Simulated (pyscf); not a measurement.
Thermochemistry of product channels of `[O]=[B][OH]` + `[FH]` on the singlet surface, in eV, from CCSD(T)/def2-TZVPP + ΔMP2(QZVPP) energies (ideal gas, 1 atm, RRHO with modes under 100 cm⁻¹ raised to 100, one conformer, R ln 2 for rigid chiral ones). Single points on ωB97X-D3(BJ)/def2-SVP structures (PySCF, gas phase). Correlated levels are frozen-core, on RHF or UHF. ΔMP2 is the change of the MP2 total energy from the triple- to the quadruple-zeta basis.

```
products                   ΔE  ΔH(298 K)  ΔG(600 K)  ΔG(1200 K)
----------------------  -----  ---------  ---------  ----------
`[OH][B]([OH])[F]`          ?      -2.37      -1.49       -0.61
`[OH2]` + `[O]=[B][F]`  -0.05      -0.02      +0.01           ?
```

**Question.** What belongs in the gaps?

**Answer.** 
- `[OH][B]([OH])[F]`, ΔE: -2.50
- `[OH2]` + `[O]=[B][F]`, ΔG(1200 K): +0.04

These are energies of the channels, which say nothing of barriers. The CCSD(T) − MP2 part came from Ansatz, without density fitting, on the same reference.
